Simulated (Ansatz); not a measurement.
This geometry of C$_{2}$H$_{2}$NO (6 atoms, charge 0, multiplicity 2) is a first-order saddle point.

Theory: Ansatz 0.2.0, UKS PBE0/def2-SVP.

```xyz
6
Properties=species:S:1:pos:R:3
N 0.229 -2.244 0.377
C 0.261 -1.085 0.219
C 0.309 0.295 0.002
O -0.768 1.069 0.233
H 1.260 0.771 -0.263
H -1.292 1.193 -0.569
```

Q: Which two structures does it join? (They come from a converged band through this point; their orientation in space is the band's.)

A: No bond is made or broken. The dihedral C2–C3–O4–H6 goes from -180 to 0°.

Image 0:

```xyz
6
Properties=species:S:1:pos:R:3
N 0.540 -2.182 0.798
C 0.348 -1.101 0.391
C 0.169 0.188 -0.100
O -1.062 0.719 -0.133
H 1.025 0.766 -0.458
H -1.018 1.610 -0.497
```

Image 6:

```xyz
6
Properties=species:S:1:pos:R:3
N 0.198 -2.017 0.782
C 0.290 -0.938 0.334
C 0.374 0.346 -0.194
O -0.692 1.139 -0.356
H 1.322 0.782 -0.509
H -1.492 0.687 -0.057
```

Q: How far does it lie above each of them?

A: 5.2 kcal/mol above the first and 6.8 kcal/mol above the second. This is the barrier of this one path; another mechanism may lie lower.

Run time: 81 s on 1 thread of Intel(R) Xeon(R) Platinum 8488C (Sapphire Rapids) (shared host), peak memory 0.16 GiB.
